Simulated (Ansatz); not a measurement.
fcc Pb, treated with BLYP (PAW; Ansatz, a first-principles code).

Run with plane-wave cutoff 520 eV, 20×20×20 k mesh, Fermi–Dirac smearing 0.05 eV, scalar-relativistic PAW data made under PBE.

Results at a series of volumes:

| V (Å³/atom) | E − E_lowest (meV/atom) | P (GPa) |
|---|---|---|
| 32.703 | 14.04 | 2.286 |
| 33.399 | 6.00 | 1.435 |
| 34.095 | 1.44 | 0.677 |
| 34.791 | 0.00 | 0.000 |
| 35.487 | 1.34 | -0.604 |
| 36.183 | 5.15 | -1.143 |
| 36.878 | 11.18 | -1.625 |

Problem. What bulk modulus B0 and pressure derivative B′ does a third-order Birch–Murnaghan fit give?

Solution. V0 = 34.791 Å³/atom, B0 = 32.0 GPa, B′ = 4.7 (fit to the energies at full precision).

Measured, for comparison: bulk modulus 47 GPa (corrected for temperature and zero-point phonon effects; as tabulated in Levämäki et al. (2014), arXiv:1402.3671); equilibrium volume per atom 29.45 Å³/atom (low-temperature or extrapolated to 0 K; zero-point anharmonic expansion removed; as tabulated in Csonka et al. (2009), arXiv:0903.4037). Computed (rounded) less measured: bulk modulus -32 %, equilibrium volume per atom +18.1 %.

Note: the cell is over a tenth larger than the published one: the level's own overestimate first of all, though another phase or state, or a fault of the published cell, is possible.

Spin–orbit coupling is not included; it can shift volumes and moduli of such heavy elements.

Computed values are for the static lattice.
